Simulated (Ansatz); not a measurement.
# H$_{2}$Si–CH, doublet: reading a ladder of total energies

Geometry: a PBE0/def2-TZVP stationary point for this spin, not checked as a minimum.

```xyz
5

Si    0.0000    0.0000    0.4916
C     0.0000    0.0000   -1.1766
H     0.0000    1.2470    1.2863
H     0.0000   -1.2470    1.2863
H     0.0000    0.0000   -2.2494
```

Basis cc-pVDZ; Ansatz 0.2.0. Only valence electrons are correlated (noble-gas cores frozen), which leaves 11 electrons in 41 orbitals. Prefix R: restricted or restricted open-shell reference.

Full CI isn't at hand for all of this; RCCSDT(Q) serves as the reference, and is uncertain by about the last step of the cluster series.

Runs differ by some tens of microhartree through their thresholds and, for an open shell, their frozen cores, so steps under 0.03 kcal/mol mean nothing.

```
    level  total energy (hartree)
      RHF             -328.411853
     RMP2             -328.624313
    RCCSD             -328.660909
 RCCSD(T)             -328.669750
   RCCSDT             -328.671140
RCCSDT(Q)             -328.671781
```

Q: What is the correlation energy at RCCSDT(Q), and what share of it do RMP2 and RCCSD(T) recover?

A: E(corr) = -328.671781 − (-328.411853) = -0.259928 hartree = -7.073 eV. RMP2: -0.212460 / -0.259928 = 81.74 %. RCCSD(T): -0.257897 / -0.259928 = 99.22 %.

Q: By how many kcal/mol does RCCSD(T) miss RCCSDT(Q) (1 hartree = 627.509 kcal/mol), and which steps make up the rest?

A: -328.669750 − (-328.671781) = 0.002031 hartree = 1.27 kcal/mol. Steps: RCCSDT − RCCSD(T) = -0.87, RCCSDT(Q) − RCCSDT = -0.40 kcal/mol. Differences between like states or geometries often cancel part of this.
